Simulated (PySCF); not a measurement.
Z-matrix (Å, degrees):
```
C
C 1 1.3014
H 2 1.0799 1 138.36
H 1 1.0874 2 122.09 3 -180.00
H 1 1.0925 4 116.19 2 180.00
```
Charge 0, spin multiplicity 2.

**Question.** What is the computed dipole moment, total energy and highest occupied spin orbital (PBE0-D4/def2-TZVP (PySCF 2.14.0))?

**Answer.** 
The dipole moment comes out as 0.70 D and the total energy comes out as -2117.89 eV. The highest occupied spin orbital is -6.93 eV.
